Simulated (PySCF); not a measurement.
`[NH2-]`, [H₂N]-, charge -1

Molfile (atoms numbered from 1):
```
H2N
     RDKit          3D

  3  2  0  0  0  0  0  0  0  0999 V2000
    0.0050    0.4677   -0.0023 N   0  0  0  0  0  0  0  0  0  0  0  0
   -0.7760   -0.2329   -0.0693 H   0  0  0  0  0  0  0  0  0  0  0  0
    0.7824   -0.2374    0.0590 H   0  0  0  0  0  0  0  0  0  0  0  0
  1  2  1  0
  1  3  1  0
M  CHG  1   1  -1
M  END
```

The calculation used GIAO B3LYP/pcSseg-0 magnetisability, rotational g tensor and spin-rotation constants, non-relativistic, gas phase in PySCF. Geometry: PBE0-D3(BJ)/def2-SVP.

For an ion the centre-of-mass motion in the field is neglected. The highest occupied orbital is unbound at this level, so the values depend on the basis.

**Question.** Give the nuclear spin-rotation constants along the inertial axes (H = +C I·J) beside the isotropic shieldings.

**Answer.** Rotational constants 580.5792, 410.1746, 240.3613 GHz.
| atom | isotope | Caa (kHz) | Cbb (kHz) | Ccc (kHz) | mean (kHz) | σ (ppm) |
| --- | --- | --- | --- | --- | --- | --- |
| N1 | 14N | 35.334 | 17.518 | 8.581 | 20.477 | 228.1 |
| H2 | 1H | -34.443 | -26.929 | -27.628 | -29.666 | 38.3 |
| H3 | 1H | -34.443 | -26.928 | -27.628 | -29.666 | 38.3 |

For the geometry as given, no vibrational averaging.
